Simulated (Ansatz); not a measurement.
# C3H4OS: the cost of one run

Computed with Ansatz 0.2.0, Gaussian basis. Level: the settings change from run to run.

## Step 1: The geometry

An earlier PBE0-D4 in a triple-zeta def2 set relaxation fixed the geometry.

SMILES `C#CSCO`, 9 atoms, charge 0, spin multiplicity 1.

Atoms are counted from 1 here; the program's logs count them from 0.

Bond lengths: C1–C2 1.205 Å, C1–H6 1.064 Å, C2–S3 1.675 Å, S3–C4 1.828 Å, C4–O5 1.385 Å, C4–H7 1.089 Å, C4–H8 1.098 Å, O5–H9 0.962 Å. Angles: C2–C1–H6 179.7°, C1–C2–S3 177.5°, C2–S3–C4 101.0°, S3–C4–O5 115.1°, S3–C4–H7 108.4°, S3–C4–H8 102.8°, O5–C4–H7 107.5°, O5–C4–H8 113.4°, H7–C4–H8 109.5°, C4–O5–H9 109.0°.

## Step 2: B3LYP/cc-pVTZ-DK

Set apart from the defaults: D4 dispersion.

Input file in.yaml:

```yaml
crystal:
  periodic: [false, false, false]
  atoms:
    - {symbol: C, position_ang: [1.558664, 1.794840, -0.678963]}
    - {symbol: C, position_ang: [1.300840, 0.739107, -0.159204]}
    - {symbol: S, position_ang: [1.008102, -0.727172, 0.595240]}
    - {symbol: C, position_ang: [-0.699685, -1.069881, 0.041136]}
    - {symbol: O, position_ang: [-1.660408, -0.198007, 0.525563]}
    - {symbol: H, position_ang: [1.780490, 2.727752, -1.140379]}
    - {symbol: H, position_ang: [-0.726084, -1.014165, -1.045819]}
    - {symbol: H, position_ang: [-0.854028, -2.109229, 0.358436]}
    - {symbol: H, position_ang: [-1.619291, -0.189446, 1.486891]}
basis:
  gaussian: {orbitals: cc-pVTZ-DK}
hamiltonian: {xc: {name: B3LYP}, dispersion: d4}
output: {forces: true}
```

Run with:

```bash
$ ansatz run in.yaml --threads 2 --pin off --events-out ev --progress --plain --max-ram 4352MiB
```

What time and memory should one allow on 2 threads of Arm Neoverse V2, shared host?

About 6 s, with a peak of 0.49 GiB.
